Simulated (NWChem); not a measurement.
## Correlation energy of CH2 (+1)

```
C
H 1 1.1199
H 1 1.1199 2 141.48
```
Charge +1, spin multiplicity 2.

Program: NWChem. The geometry was optimised at UPBE/def2-SVP, a minimum by its harmonic frequencies.

Basis set: cc-pVTZ. Each correlation energy counts from its own Hartree-Fock reference.

The correlated methods keep 1 core orbital frozen. This spin state was chosen for the runs; another may lie lower. The structure started from a generated list of species. The unpaired electrons of the parent sit in orbitals of symmetry a1 (C2v labels of the run); other states weren't searched. The stability of the SCF solutions was not checked. Open-shell Hartree-Fock references start from PBE0 orbitals. Coupled-cluster values serve here as a point of comparison, not as the truth.

### Question
For the correlation energy, CCSD on ROHF gives -119.0 mHa and CCSD on UHF gives -116.0 mHa. What do SCS-UMP2, UMP2, CCSD(T) on UHF give?

### Answer
SCS-UMP2: -103.9 mHa; UMP2: -95.8 mHa; CCSD(T) on UHF: -118.2 mHa.
